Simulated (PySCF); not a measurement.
An unknown gives this computed stick spectrum. The calculation used PySCF, TDDFT CAM-B3LYP/def2-SVPD, vertical, gas phase, core orbitals frozen in the response. Geometries: PBE0-D3(BJ)/def2-SVP, one conformer each.

```tsv
state	ν̃ (cm⁻¹)	f	main configurations (H = HOMO, L = LUMO)
S1	54270	0.324	H→L (77%), H-2→L (12%)
S2	55740	0.0015	H-1→L (82%)
S3	57540	0.123	H-2→L (68%), H→L (13%)
S4	58970	0.140	H→L+1 (85%)
S5	61230	0.0049	H→L+3 (59%), H→L+2 (33%)
S6	62500	0.036	H→L+2 (59%), H→L+3 (30%)
S7	65460	0.013	H-1→L+1 (35%), H-1→L+2 (31%), H-1→L+3 (8%)
S8	66100	0.0097	H→L+4 (36%), H-3→L (22%)
S9	66670	0.032	H→L+4 (33%), H-3→L (18%), H-2→L+1 (17%)
S10	67770	0.0064	H-3→L (40%), H-2→L+1 (21%), H-2→L+2 (16%)
```

Triplets computed (Tamm–Dancoff): 4.21, 6.30, 6.38, 7.07 eV.

Problem. Which structure fits?
A. `[H]/N=C\CCC`
B. `C/C=C/CCl`
C. `C=CN(C)C`

Solution. B. Its S1, at 6.73 eV, is the highest among the candidates; the nearest of the others has S1 at 5.38 eV. S1 is HOMO→LUMO (77%), HOMO-2→LUMO (12%). Löwdin shares by element: HOMO carbon 73% or more, chlorine 10% (atoms not listed hold the other 16%); LUMO carbon 57% or more, chlorine 25% (atoms not listed hold the other 18%). At the same level the other candidates give, for their lowest levels:
- `C=CN(C)C`: 5.38 eV (f 0.053); 6.05 eV (f 0.193); 6.18 eV (f 0.067); 6.39 eV (f 0.099); 7.05 eV (f 0.011); T1 3.95 eV; HOMO -6.89, LUMO 1.29 eV
- `[H]/N=C\CCC`: 5.37 eV (f 0.002); 7.46 eV (f 0.025); 7.93 eV (f 0.034); 8.20 eV (f 0.265); 8.46 eV (f 0.024); HOMO -8.96, LUMO 0.96 eV

The values belong to the conformer `[CH3:1]/[CH:2]=[CH:3]/[CH2:4][Cl:5]`: C2–C3–C4–Cl5 117°.
